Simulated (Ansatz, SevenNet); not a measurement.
For rock-salt NbC, the machine-learned potential SevenNet-0 (trained on PBE and PBE+U data) gives:

| Quantity | Result |
|---|---|
| lattice parameter a | 4.505 Å |
| TO(Γ) frequency | 382 cm⁻¹ |
| elastic constant C11 | 578 GPa |
| elastic constant C44 | 96.4 GPa |
| Voigt–Reuss–Hill shear modulus | 134 GPa |

Problem. What does PBE (Ansatz, a quantum-chemistry and plane-wave program, PAW) give for the same quantities?

Solution. 
- lattice constant a: 4.485 Å (falls by 0.4 %)
- zone-centre TO phonon frequency: 517 cm⁻¹ (goes up by 35 %)
- elastic constant C11: 657 GPa (rises by 14 %)
- elastic constant C44: 169 GPa (grows by 75 %)
- Voigt–Reuss–Hill shear modulus: 203 GPa (rises by 51 %)

For comparison: lattice constant a 4.47 Å (measured, temperature not stated, not corrected to a static lattice; as tabulated in Zhang et al. (2018), doi:10.1088/1367-2630/aac7f0); zone-centre TO phonon frequency 557 cm⁻¹ (measured, temperature not stated, no zero-point or thermal correction, Gamma LTO (metal, TO = LO); as tabulated in Savrasov (1996), arXiv:cond-mat/9604125); elastic constant C11 620 GPa (measured, temperature not stated, not corrected to a static lattice; as tabulated in Wu et al. (2005), arXiv:cond-mat/0412374); elastic constant C44 150 GPa (measured, temperature not stated, not corrected to a static lattice; as tabulated in Wu et al. (2005), arXiv:cond-mat/0412374).

Changes are worked out from the printed values.

Unless a cell is named, each level is at its own relaxed cell (SevenNet-0 11.43, PBE 11.28 Å³/atom).

Ansatz's density-functional and Hartree–Fock values are scalar-relativistic unless marked +SOC, with PAW data made under PBE.
